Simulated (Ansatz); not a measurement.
System (SMILES): C#C (C2H2).
Atoms: C1, C2, H3, H4. Bonds: C1-C2, C1-H4, C2-H3.

Basis-set convergence of the highest harmonic wavenumber at PBE with Ansatz (a program for electronic structure). Each level at its own minimum, finite differences of forces, unscaled; the reference is a large set that could be run, not a limit. Cartesian d functions, on some or all atoms, in 6-31G*, 6-31+G*; all else is spherical. No added dispersion term, no relativity. Reference: the value in aug-pcseg-2, 3443 cm⁻¹, itself unsure by roughly 1 cm⁻¹ (its mean distance from aug-cc-pVTZ, def2-TZVPPD). Deviations are taken from unrounded values.

| basis | functions | highest harmonic wavenumber (cm⁻¹) |
|---|---|---|
| 6-31G* | 34 | 3469 |
| 6-31+G* | 42 | 3461 |
| cc-pVDZ | 38 | 3465 |
| aug-cc-pVDZ | 64 | 3454 |
| def2-SVP | 38 | 3450 |
| def2-SVPD | 56 | 3441 |
| pcseg-1 | 38 | 3453 |
| aug-pcseg-1 | 64 | 3442 |
| 6-311G** | 48 | 3457 |
| 6-311+G** | 56 | 3455 |
| def2-TZVP | 74 | 3444 |
| def2-TZVPD | 92 | 3442 |
| cc-pVTZ | 88 | 3444 |
| aug-cc-pVTZ | 138 | 3443 |
| pcseg-2 | 88 | 3443 |
| aug-pcseg-2 | 138 | 3443 |
| def2-TZVPP | 90 | 3446 |
| def2-TZVPPD | 108 | 3446 |

What the diffuse functions change, pair by pair:
- 6-31G* to 6-31+G*: 8 more functions, deviation 26 to 18 cm⁻¹
- cc-pVDZ to aug-cc-pVDZ: 26 more functions, deviation 22 to 11 cm⁻¹
- def2-SVP to def2-SVPD: 18 more functions, deviation 6 to -2 cm⁻¹
- pcseg-1 to aug-pcseg-1: 26 more functions, deviation 10 to -1 cm⁻¹
- 6-311G** to 6-311+G**: 8 more functions, deviation 14 to 12 cm⁻¹
- def2-TZVP to def2-TZVPD: 18 more functions, deviation 1 to -1 cm⁻¹
- cc-pVTZ to aug-cc-pVTZ: 50 more functions, deviation 1 to 0 cm⁻¹
- pcseg-2 to aug-pcseg-2: 50 more functions, deviation 0 to 0 cm⁻¹
- def2-TZVPP to def2-TZVPPD: 18 more functions, deviation 3 to 3 cm⁻¹

Leaving out the reference's own pair, they bring the value nearer the reference by more than 1 cm⁻¹ in 5 of 8 pairs.
